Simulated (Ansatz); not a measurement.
CH₂O₂, singlet: a pair in one relaxed arrangement.

The input file, in.yaml:

```yaml
crystal:
  periodic: [false, false, false]
  atoms:
    - {symbol: O, position_ang: [-0.274845, -0.022194, -1.651791]}
    - {symbol: H, position_ang: [-0.170972, -0.020918, -0.695378]}
    - {symbol: H, position_ang: [0.611736, -0.132898, -2.000592]}
    - {symbol: C, position_ang: [-0.055954, 0.056249, 1.614631]}
    - {symbol: O, position_ang: [-0.109964, 0.119760, 2.733031]}
basis:
  gaussian: {orbitals: def2-SVP}
correlation: {method: ccsd_t}
```

Run by:

```bash
ansatz run in.yaml --threads 2 --pin off --events-out ev --progress --plain --max-ram 5222MiB
```

The run's output (Ansatz 0.2.0):

```
Functional definition: HF
  name "HF"
  cite "Fock, Z. Phys. 61, 126 (1930) doi:10.1007/BF01340294"
  parent pbe
  exchange = exact_x
  correlation = 0
507 factors; integrals over basis functions are off by at most 1.2e-3 eV
mean field evaluation 1: about -5129.3753 eV, gradient 3.9e1 eV
mean field evaluation 2: about -5129.3801 eV, gradient 3.9e1 eV
mean field evaluation 4: about -5132.2600 eV, gradient 3.7e0 eV
mean field evaluation 8: about -5132.2897 eV, gradient 1.8e-1 eV
mean field evaluation 16: about -5132.2780 eV, gradient 1.5e0 eV
mean field -5132.28979817 eV, -188.6081712917 hartree, gradient 2.9e-6 eV, S^2 0.000000; 0 other end points of the search recorded, 0 dependent functions left out
3 core orbitals not correlated: weight in the atoms' cores, before any rotation towards them, 1.000 or more for the frozen orbitals, at most 0.000 for the correlated occupied ones
reference -5132.28979817 eV, -188.6081712917 hartree; 9, 9 occupied and 40, 40 virtual orbitals, 507 factors
second order -13.31741703 eV of doubles, -0.00000000 eV of singles
cycle   1  -13.26800881 eV  change    4.9e-2 eV  update   9.9e-2
cycle   2  -13.64560586 eV  change   -3.8e-1 eV  update   3.0e-2
cycle   3  -13.76054342 eV  change   -1.1e-1 eV  update   1.5e-2
cycle   4  -13.75209945 eV  change    8.4e-3 eV  update   2.6e-3
cycle   5  -13.75302251 eV  change   -9.2e-4 eV  update   8.7e-4
cycle   6  -13.75312777 eV  change   -1.1e-4 eV  update   2.0e-4
cycle   7  -13.75308785 eV  change    4.0e-5 eV  update   7.9e-5
cycle   8  -13.75305855 eV  change    2.9e-5 eV  update   2.5e-5
cycle   9  -13.75304984 eV  change    8.7e-6 eV  update   7.7e-6
perturbative correction -0.37917600 eV, -0.0139344611 hartree
Total energy: -5146.42202401 eV, -189.1275210124 hartree
```

The lines “mean field evaluation” count trial sets of orbitals through the whole run, from several starts and some on an approximate energy, so they need not fall steadily or lie above the final value.

The run took about 0.45 s on 2 CPU threads of an Arm Neoverse V1 (shared host).
